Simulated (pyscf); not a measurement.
Structures and frequencies: ωB97X-D3(BJ)/def2-SVP in PySCF.

Q: Estimate by transition-state theory the rate constant of H₂N–Ti(Cl)(Cl)–Cl (SMILES [NH2][Ti]([Cl])([Cl])[Cl]) + H₂ (SMILES [H][H]) → Cl–TiH(Cl)–Cl (SMILES [Cl][TiH]([Cl])[Cl]) + NH₃ (SMILES N) (singlet surface; N–Ti, H–H broken, H–Ti, H–N formed) at 600 K, with ωB97M-D3(BJ)/def2-TZVP energies (ideal gas, 1 atm, RRHO with modes under 100 cm⁻¹ raised to 100, one conformer, R ln 2 for rigid chiral ones; no tunnelling).

A: The electronic barrier is 32.6 kcal/mol and the thermal terms add +20.9, so ΔG‡ = 53.5 kcal/mol. With k_BT/h = 1.25e+13 s⁻¹ and RT = 1.192 kcal/mol, and a volume of 8.18e-20 cm³ per molecule at 1 atm, k = 3.2e-26 cm³ molecule⁻¹ s⁻¹. Wigner's tunnelling factor for 1452i cm⁻¹ would be 1.51, likely too low at so high a frequency. A shift of 1 kcal/mol in the barrier changes k by a factor 2.3. On the product side the descent ends in an adduct with a N–Ti contact (not fully relaxed), 25.7 kcal/mol under the separated species and 35.6 kcal/mol under the saddle at ωB97X-D3(BJ)/def2-TZVP. What is counted as broken (N–Ti) persists as a longer contact in the product adduct; parting that adduct is a step of its own. At the saddle there is also a short H–Ti contact that neither side keeps. One saddle was located; it need not be the lowest between these sides.
